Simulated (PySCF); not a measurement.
**What builds the electron affinity along the third row**

Calculated with PySCF 2.14 from differences of total energies of unrestricted determinants, without spin-orbit coupling. Each column adds one step, in eV (sums use unrounded values): valence MP2, valence CCSD, valence triples, then the next inner shell at CCSD(T) (Al 2s 2p, Si 2s 2p, S 2s 2p, Cl 2s 2p). References (photodetachment measurements) marked * lie between the lowest fine-structure levels; the others compare directly ((s) semi-empirical, (t) theoretical).

| element | UHF | + MP2 | + CCSD | + (T) | + inner shell | sum | reference |
| --- | --- | --- | --- | --- | --- | --- | --- |
| Al [Ne] 3s2 3p2 → [Ne] 3s2 3p1 (x2c-TZVPPall with one added diffuse shell each of s, p, d type, spin-free X2C) | 0.011 | 0.332 | 0.015 | 0.046 | -0.015 | 0.389 | 0.433 * |
| Si [Ne] 3s2 3p3 → [Ne] 3s2 3p2 (x2c-TZVPPall with one added diffuse shell each of s, p, d type, spin-free X2C) | 0.845 | 0.516 | -0.057 | 0.054 | -0.010 | 1.347 | 1.390 * |
| S [Ne] 3s2 3p5 → [Ne] 3s2 3p4 (x2c-TZVPPall with one added diffuse shell each of s, p, d type, spin-free X2C) | 0.874 | 1.002 | -0.067 | 0.074 | 0.000 | 1.883 | 2.077 * |
| Cl [Ar] → [Ne] 3s2 3p5 (x2c-TZVPPall with one added diffuse shell each of s, p, d type, spin-free X2C) | 2.371 | 1.209 | -0.212 | 0.081 | 0.001 | 3.450 | 3.613 * |

What remains against the references is mostly basis incompleteness and, for starred values, spin-orbit coupling.

These are valence bases, so the inner-shell step is incomplete.
